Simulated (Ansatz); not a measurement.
# BSiNH+ (triplet): from Hartree-Fock to the top rungs, cc-pVDZ

One table from this session's results is given with a row withheld; the runs are named, their logs left out.

The runs use Ansatz 0.2.0, Gaussian basis; cc-pVDZ, core rule «outside noble gas», up to 7 orbitals frozen.

The runs, in order: UHF; CCSD(T) on ROHF; CCSD(T) on UHF; BCCD(T) on ROHF; CISD; CCSDT(Q) on ROHF; CCSDT(Q) on UHF; CASSCF and MRCISD+Q, 10 electrons in 10 orbitals; CASSCF and NEVPT2, 10 electrons in 10 orbitals.

22 further runs of the same task are left out: 10 that didn't finish, 12 set aside as unsound or not needed.

## The system

The geometry is a PBE0/def2-TZVP stationary point (not a proven minimum) of the parent state, kept for this charge and spin.

4 atoms, charge 1, spin multiplicity 3.

Atoms are counted from 1 here; the program's logs count them from 0.

Bond lengths: B1–N2 1.266 Å, B1–H4 1.171 Å, N2–Si3 1.683 Å. Angles: N2–B1–H4 180.0°, B1–N2–Si3 180.0°.

The first run:

Input file in.yaml:

```yaml
crystal:
  periodic: [false, false, false]
  atoms:
    - {symbol: B, position_ang: [0.000000, 0.000000, 0.760975]}
    - {symbol: N, position_ang: [0.000000, 0.000000, -0.505225]}
    - {symbol: Si, position_ang: [0.000000, 0.000000, -2.188225]}
    - {symbol: H, position_ang: [0.000000, 0.000000, 1.932475]}
basis:
  gaussian: {orbitals: cc-pVDZ}
total_charge: 1
magnetization: {spin_polarized: true, initial_magnetization: 2}
hamiltonian: {xc: hf}
output: {orbitals: {seedname: orbitals}}
```

Command:

```console
> ansatz run in.yaml --threads 1 --pin off --events-out ev --progress --plain --max-ram 2393MiB
```

Among the steps run: UHF; CCSD(T) on ROHF; CCSD(T) on UHF; BCCD(T) on ROHF; CISD; CCSDT(Q) on ROHF; CCSDT(Q) on UHF; CASSCF and MRCISD+Q, 10 electrons in 10 orbitals; CASSCF and NEVPT2, 10 electrons in 10 orbitals.

One table of the session follows, with a row left open; its other results are not shown here.

It belongs to the step «Misses and costs». 

| method | from UCCSDT(Q) (meV) |
| --- | --- |
| ROHF | +8061.6 |
| UHF | +8008.5 |
| RMP2 | +906.0 |
| UMP2 | +885.9 |
| CISD | +1010.8 |
| RCCSD | +392.3 |
| UCCSD | +390.5 |
| RCCSD(T) | +60.6 |
| UCCSD(T) | +60.3 |
| BCCD(T) | +59.3 |
| RCCSDT | +32.6 |
| UCCSDT | ? |
| RCCSDT(Q) | +5.6 |
| UCCSDT(Q) | 0 |
| CASSCF frontier | +4755.0 |
| NEVPT2 frontier | +1273.5 |
| MRCISD frontier | +431.9 |
| MRCISD+Q frontier | +114.9 |

Estimate the missing values for UCCSDT.

**Answer.** from UCCSDT(Q) (meV): +32.1. In the column «from UCCSDT(Q) (meV)» it lies between RCCSDT(Q) (+5.6) and RCCSDT (+32.6).

Limits of these values: Restricted and unrestricted rows rest on different reference determinants; where their highest levels disagree by more than a few hundredths of an eV, they describe different states and don't form one ladder.
